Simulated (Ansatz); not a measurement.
Two shapes of singlet C4H10.

Shape 1:

```xyz
14

H    -0.0246    0.0019    1.5173
C     0.0495   -0.0043    0.3730
C     1.4334   -0.0456   -0.0959
C    -0.7329    1.2981   -0.0639
C    -0.7744   -1.2739   -0.0900
H     1.4840   -0.0154   -1.1608
H     1.9550    0.8685    0.2430
H     1.9696   -0.9209    0.2366
H    -0.7231    1.3141   -1.1602
H    -1.7539    1.3291    0.2628
H    -0.2500    2.1781    0.3112
H    -0.7605   -1.3033   -1.1470
H    -0.2630   -2.1643    0.2348
H    -1.7976   -1.3138    0.2460
```

Shape 2:

```xyz
14

H    -0.0548    0.0390    1.4934
C     0.0226   -0.0381    0.4045
C     1.4840   -0.0359   -0.0815
C    -0.7672    1.3325   -0.0415
C    -0.7906   -1.2870   -0.1392
H     1.5189   -0.0252   -1.1215
H     1.9710    0.8217    0.2229
H     2.0107   -0.9201    0.2024
H    -0.7119    1.2708   -1.1311
H    -1.8045    1.3143    0.2537
H    -0.2403    2.2242    0.3365
H    -0.7125   -1.3240   -1.1582
H    -0.2271   -2.1408    0.2029
H    -1.8028   -1.3654    0.2593
```

Basis set: 6-31G (spherical functions). Correlated methods keep 4 orbitals frozen. Charge 0, multiplicity 1.

Computed with Ansatz (development build ahead of 0.2.0); each method stands on the lowest determinant of its kind that the runs found.

Which shape is lower in energy, and by how much in each method?

```csv
method,E(2) − E(1) (eV)
RHF,0.293
RHF-MP2,0.297
```

Shape 1 is lower.
